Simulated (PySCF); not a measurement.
CH3BH2, CH₅B.
Cartesian coordinates in Å at the PBE0-D3(BJ)/def2-SVP level; atoms count from 1:
```
atom  x, y, z in Å
B1     0.992    0.099   -0.077
C2    -0.553   -0.081   -0.022
H3     1.755   -0.827   -0.241
H4     1.468    1.208    0.045
H5    -0.935    0.342    0.926
H6    -0.926   -1.108   -0.133
H7    -1.012    0.555   -0.802
```

Theory: core-valence-separated Tamm–Dancoff BHandHLYP/aug-pcX-1 (pcseg-1 on H) in PySCF, non-relativistic, gas phase, PBE0-D3(BJ)/def2-SVP geometry. The energies are unshifted.

Q: List the carbon K-edge absorption lines.

A: 
| E (eV) | f | core hole on | main final orbital |
| --- | --- | --- | --- |
| 283.12 | 0.0012 | C2 | LUMO (93 %) |
| 284.81 | 0.0059 | C2 | LUMO+1 (88 %) |
| 285.68 | 0.0328 | C2 | LUMO+4 (53 %) |
| 285.71 | 0.0283 | C2 | LUMO+3 (47 %) |
| 286.58 | 0.0000 | C2 | LUMO+2 (70 %) |
| 287.09 | 0.0059 | C2 | LUMO+5 (61 %) |
| 287.22 | 0.0069 | C2 | LUMO+3 (42 %) |

The first line with a tenth or more of the strongest one's intensity is at 284.81 eV (f = 0.006), with the hole on C2 (sp3 carbon bound to boron). The strongest listed is at 285.68 eV (f = 0.033; C2).

Q: What does the B 1s absorption edge look like?

A: 
```tsv
E (eV)	f	core hole on	main final orbital
185.36	0.0909	B1	LUMO (81 %)
190.90	0.0056	B1	LUMO+1 (67 %)
191.40	0.0219	B1	LUMO+3 (82 %)
191.48	0.0032	B1	LUMO+2 (65 %)
191.80	0.0062	B1	LUMO+4 (82 %)
192.76	0.0016	B1	LUMO+8 (58 %)
192.91	0.0049	B1	LUMO+5 (60 %)
```

The first line with a tenth or more of the strongest one's intensity is at 185.36 eV (f = 0.091), with the hole on B1 (three-coordinate boron). It is also the strongest listed.

Roots within 0.03 eV whose holes lie on the same, on equivalent or on shared atoms are summed into one line, and the highest roots are left out, as the search may have cut off their partners. Final orbitals are the ground state's empty Kohn–Sham orbitals.

Q: What length of transition dipole belongs to the line at 285.71 eV?

A: From f = (2/3) ΔE |μ|² in atomic units, with ΔE = 10.500 Eh and f = 0.0283: |μ| = 0.064 au = 0.16 D.

The ionisation thresholds weren't computed; near and above them a finite basis only mimics Rydberg series and continuum.

Hardware: one thread, Arm Neoverse V1, no GPU, on a shared host. Cost: 1.3 s.
